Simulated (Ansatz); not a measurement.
A made-up structure of CH$_{2}$NNa, singlet:

```xyz
5
angstrom
N 0.2305 1.1013 0.0699
C -0.2990 -0.0134 -0.2540
Na -0.3083 2.7744 -1.5199
H 0.9948 0.9779 0.7374
H -1.1268 0.1342 -0.9786
```

It is relaxed with PBE-D4/def2-SVP and then PBE0-D4/def2-TZVP (Ansatz 0.2.0). Atoms count as bonded within 1.22 times the sum of their covalent radii (H–H: 0.88 Å). The end point is not checked to be a true minimum.

Question: Does its bonding change? (Judge from chemistry; the calculation decides.)

Answer: By the calculation: Yes. Formed: C2–Na3, Na3–H5; broken: none.

Where it ends: The first stage lowers the energy by 0.13 eV in 7 steps. It ends as CH₂NNa ([H]1[C]2[NH][Na]12):
```xyz
5
angstrom
N 0.3809 1.1484 0.0424
C -0.3562 0.1094 -0.2267
Na -0.4746 2.3984 -1.4595
H 1.0124 0.9310 0.8094
H -1.0714 0.3871 -1.1108
```

Labels in which every atom is bracketed show which atoms are joined, not bond orders.

For scale, one of the runs: PBE0-D4/def2-TZVP relaxation, 106 basis functions, launched by `ansatz run in.yaml --threads 2 --pin off --events-out ev --progress --plain --max-ram 4352MiB`. The run took about 17 s on 2 CPU threads of an Arm Neoverse V2 (shared host).
